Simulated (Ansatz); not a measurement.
Born–Oppenheimer molecular dynamics of C$_{2}$H$_{2}$F$_{2}$O (7 atoms, charge 0, multiplicity 1). It starts from a relaxed structure.

Computed with RKS PBE0-D4/cc-pVDZ in Ansatz.

```yaml
ensemble: NVT, Nosé–Hoover chain
time_step: 1 fs
steps_asked: 150
set_temperature: 300 K
thermostat: time constant 300 fs, chain length 5
seed: 31120
```

First frame:

```xyz
7
Properties=species:S:1:pos:R:3
O -1.356 0.320 0.475
C -0.006 0.328 0.280
C 0.594 -0.647 -0.394
F -0.014 -1.654 -0.984
F 1.907 -0.738 -0.520
H -1.679 1.222 0.359
H 0.616 1.101 0.738
```

(1) What does the run give?

(2) What happens to the structure?

(3) How do temperature and energy run in time?

Answers

(1) The run went to its last step.

```
steps done                                               : 150
time covered                                             : 150 fs
mean temperature over the second half                    : 149 K
spread of the potential energy over the second half      : 4.3 meV per atom
mean potential energy of the second half above the start : 15.2 meV per atom
```

The conserved energy stayed within 0.35 meV per atom of its start (net change 0.19 meV per atom), so the integration is sound. The mean temperature of the second half is 50 % below the set value. A run of 0.15 ps of so small a system gives no equilibrium averages.

(2) The same pairs are bonded in the first frame and the last. Pairs count as bonded within 1.25 times the sum of covalent radii (0.12 Å more for H–H). Another seed would give other details.

(3) 
```json
{"time (fs)": "0.0", "T (K)": "300", "potential energy less start (eV)": "0.000", "conserved less start (meV/atom)": "0.00"}
{"time (fs)": "7.0", "T (K)": "55", "potential energy less start (eV)": "0.161", "conserved less start (meV/atom)": "0.34"}
{"time (fs)": "14.0", "T (K)": "230", "potential energy less start (eV)": "0.046", "conserved less start (meV/atom)": "0.07"}
{"time (fs)": "21.0", "T (K)": "61", "potential energy less start (eV)": "0.157", "conserved less start (meV/atom)": "0.28"}
{"time (fs)": "28.0", "T (K)": "182", "potential energy less start (eV)": "0.077", "conserved less start (meV/atom)": "0.12"}
{"time (fs)": "35.0", "T (K)": "109", "potential energy less start (eV)": "0.125", "conserved less start (meV/atom)": "0.18"}
{"time (fs)": "42.0", "T (K)": "176", "potential energy less start (eV)": "0.082", "conserved less start (meV/atom)": "0.17"}
{"time (fs)": "49.0", "T (K)": "130", "potential energy less start (eV)": "0.113", "conserved less start (meV/atom)": "0.23"}
{"time (fs)": "56.0", "T (K)": "219", "potential energy less start (eV)": "0.055", "conserved less start (meV/atom)": "0.13"}
{"time (fs)": "63.0", "T (K)": "118", "potential energy less start (eV)": "0.121", "conserved less start (meV/atom)": "0.24"}
{"time (fs)": "70.0", "T (K)": "206", "potential energy less start (eV)": "0.064", "conserved less start (meV/atom)": "0.10"}
{"time (fs)": "77.0", "T (K)": "65", "potential energy less start (eV)": "0.157", "conserved less start (meV/atom)": "0.27"}
{"time (fs)": "84.0", "T (K)": "189", "potential energy less start (eV)": "0.076", "conserved less start (meV/atom)": "0.13"}
{"time (fs)": "91.0", "T (K)": "89", "potential energy less start (eV)": "0.143", "conserved less start (meV/atom)": "0.26"}
{"time (fs)": "98.0", "T (K)": "209", "potential energy less start (eV)": "0.065", "conserved less start (meV/atom)": "0.14"}
{"time (fs)": "105.0", "T (K)": "143", "potential energy less start (eV)": "0.109", "conserved less start (meV/atom)": "0.21"}
{"time (fs)": "112.0", "T (K)": "213", "potential energy less start (eV)": "0.065", "conserved less start (meV/atom)": "0.13"}
{"time (fs)": "119.0", "T (K)": "126", "potential energy less start (eV)": "0.122", "conserved less start (meV/atom)": "0.24"}
{"time (fs)": "126.0", "T (K)": "170", "potential energy less start (eV)": "0.094", "conserved less start (meV/atom)": "0.16"}
{"time (fs)": "133.0", "T (K)": "101", "potential energy less start (eV)": "0.140", "conserved less start (meV/atom)": "0.24"}
{"time (fs)": "140.0", "T (K)": "170", "potential energy less start (eV)": "0.097", "conserved less start (meV/atom)": "0.17"}
{"time (fs)": "147.0", "T (K)": "142", "potential energy less start (eV)": "0.115", "conserved less start (meV/atom)": "0.20"}
```

Time of the run: 4.5 min on 1 CPU thread of a shared host.
